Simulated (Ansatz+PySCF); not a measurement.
Results of a calculation; reference values are marked as such.
**Several solutions for singlet Na₂**

```xyz
2

Na    0.0000    0.0000   -1.6877
Na    0.0000    0.0000    1.6877
```

Basis set: def2-SVP (spherical functions). Charge 0, multiplicity 1.

UHF was run from several starts with Ansatz (development build ahead of 0.2.0) and PySCF 2.14.0.

| run | program | start | converged | energy (hartree) | <S²> |
| --- | --- | --- | --- | --- | --- |
| A | PySCF | guess minao, instabilities followed | yes | -323.58830 | 0.52 |
| B | PySCF | guess 1e, instabilities followed | yes | -323.58830 | 0.52 |
| C | PySCF | guess atom, instabilities followed | yes | -323.58830 | 0.52 |
| D | PySCF | guess huckel, instabilities followed | yes | -323.58830 | 0.52 |
| E | Ansatz | stability test followed | yes | -323.58830 | 0.52 |
| F | Ansatz | search for the lowest state | yes | -323.58830 | 0.52 |
| G | Ansatz | atomic start, no search | yes | -323.58458 | 0.00 |
| H | PySCF | program defaults | yes | -323.58458 | 0.00 |

Question: Which runs reached the lowest solution of this kind, and what is wrong with the others?

Answer: A, B, C, D, E, F reached the lowest solution found. Converged but too high: G by 0.10 eV, H by 0.10 eV. Convergence only shows a stationary point, and even a stable one can lie too high; stability tests and further starts are what find lower ones. Caution: the unrestricted determinant is spin contaminated. Caution: the determinant breaks the point group.
